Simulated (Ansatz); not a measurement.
System: corundum (α-Al2O3). Method: PBE (plane waves, PAW; Ansatz, a program for electronic structure).

Settings: plane-wave cutoff 520 eV, 6×6×6 k mesh, perturbation theory, scalar-relativistic PAW data made under PBE.

Cell (measured lattice):

```yaml
crystal:
  lattice:
    - [2.37850, 1.37323, 4.32923]
    - [-2.37850, 1.37323, 4.32923]
    - [0.00000, -2.74646, 4.32923]
  atoms:
    - { symbol: Al, position: [0.14796, 0.14796, 0.14796] }
    - { symbol: Al, position: [0.64796, 0.64796, 0.64796] }
    - { symbol: Al, position: [0.85204, 0.85204, 0.85204] }
    - { symbol: Al, position: [0.35204, 0.35204, 0.35204] }
    - { symbol: O, position: [0.25000, 0.94349, 0.55651] }
    - { symbol: O, position: [0.55651, 0.25000, 0.94349] }
    - { symbol: O, position: [0.75000, 0.05651, 0.44349] }
    - { symbol: O, position: [0.05651, 0.44349, 0.75000] }
    - { symbol: O, position: [0.44349, 0.75000, 0.05651] }
    - { symbol: O, position: [0.94349, 0.55651, 0.25000] }
```

What does this level give for the electronic dielectric constant ε∞ (mean over three axes) and dielectric constant ε0 (ions relaxed) (mean over three axes)?


* **electronic dielectric constant ε∞ (mean over three axes)**: 3.24
* **dielectric constant ε0 (ions relaxed) (mean over three axes)**: 10.1

Measured, for comparison: high-frequency dielectric constant 3.1 (temperature not stated, not corrected to a static lattice, mean; as tabulated in Skone et al. (2014), arXiv:1501.03184); static dielectric constant 10.1 (temperature not stated, not corrected to a static lattice, mean of the two values across and the one along c; as tabulated in Stokey et al. (2021), arXiv:2108.12058). Computed (rounded) less measured: high-frequency dielectric constant +5 %, static dielectric constant 0.0 %.

Note: the cell isn't this level's own, so it is under some stress, which shifts stiffness and frequencies.
